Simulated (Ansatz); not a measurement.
## A relaxation, step by step

C$_{2}$H$_{5}$O, doublet, PBE0-D4/def2-TZVP (Ansatz 0.2.0). Settings:

```yaml
hamiltonian: {xc: pbe0, dispersion: d4}
relax: {f_tol: 0.005, max_steps: 200}
```

Start, a step off a saddle point along its unstable mode:

O1  (-0.703, -0.819, -0.318)
C2  (-1.543, -0.122, 0.107)
C3  (1.594, 0.136, -0.096)
H4  (-1.875, -0.169, 1.169)
H5  (-2.056, 0.615, -0.537)
H6  (1.420, 0.154, 0.975)
H7  (1.239, 0.979, -0.714)
H8  (1.924, -0.774, -0.586)
(Å)

| step | energy less the last (meV) | largest force component (eV/Å) |
| --- | --- | --- |
| 1 | 278.2 | 1.818 |
| 3 | 188.3 | 0.928 |
| 5 | 96.0 | 0.573 |
| 7 | 47.9 | 0.208 |
| 9 (rejected trial) | 47.8 | 0.703 |
| 11 (rejected trial) | 34.3 | 0.282 |
| 13 | 28.7 | 0.140 |
| 15 | 19.9 | 0.271 |
| 17 | 12.9 | 0.271 |
| 19 | 10.1 | 0.172 |
| 21 | 4.2 | 0.121 |
| 23 (rejected trial) | 28.6 | 1.421 |
| 25 | 1.3 | 0.141 |
| 27 (rejected trial) | 3.3 | 0.380 |
| 29 | 0.1 | 0.045 |
| 31 | 0.0 | 0.001 |

Step 17, positions (Å) and forces (eV/Å):

```
atom       x       y       z      Fx      Fy      Fz
  O1  -1.511  -1.387  -0.415   0.030  -0.262  -0.116
  C2  -1.707  -0.311   0.061  -0.040   0.271   0.089
  C3   1.701   0.317  -0.058  -0.092  -0.098  -0.109
  H4  -1.763  -0.153   1.157   0.005   0.008   0.004
  H5  -1.849   0.594  -0.566   0.011  -0.022   0.019
  H6   1.870   0.339   1.009   0.007  -0.009  -0.001
  H7   1.956   1.180  -0.660  -0.013  -0.061   0.029
  H8   1.304  -0.578  -0.527   0.090   0.173   0.085
```

Step 19, positions (Å) and forces (eV/Å):

```
atom       x       y       z      Fx      Fy      Fz
  O1  -1.528  -1.398  -0.410   0.002  -0.121  -0.056
  C2  -1.682  -0.311   0.059  -0.024   0.172   0.045
  C3   1.664   0.321  -0.055  -0.012  -0.030  -0.061
  H4  -1.724  -0.142   1.154   0.012  -0.007  -0.009
  H5  -1.799   0.596  -0.572   0.018  -0.049   0.017
  H6   1.845   0.329   1.010   0.000   0.005   0.020
  H7   1.928   1.183  -0.653  -0.016  -0.022   0.020
  H8   1.296  -0.578  -0.533   0.021   0.052   0.024
```

Step 25, positions (Å) and forces (eV/Å):

```
atom       x       y       z      Fx      Fy      Fz
  O1  -1.673  -1.411  -0.372   0.010   0.121   0.056
  C2  -1.555  -0.292   0.041  -0.013  -0.122  -0.006
  C3   1.533   0.301  -0.037  -0.002  -0.085  -0.074
  H4  -1.422  -0.072   1.120  -0.003  -0.016  -0.041
  H5  -1.582   0.588  -0.630   0.004   0.017  -0.010
  H6   1.689   0.283   1.032  -0.007   0.000  -0.016
  H7   1.648   1.230  -0.581  -0.017  -0.056   0.021
  H8   1.361  -0.626  -0.573   0.028   0.141   0.069
```

Last step (31):

```
8
angstrom
O -1.7230 -1.3985 -0.3698
C -1.5480 -0.2867 0.0368
C 1.5304 0.2920 -0.0331
H -1.3935 -0.0705 1.1126
H -1.5410 0.5927 -0.6374
H 1.6968 0.2832 1.0344
H 1.5488 1.2277 -0.5732
H 1.4296 -0.6400 -0.5702
```

The run took about 38 s on 2 CPU threads of an Intel Xeon 6975P-C (shared host).
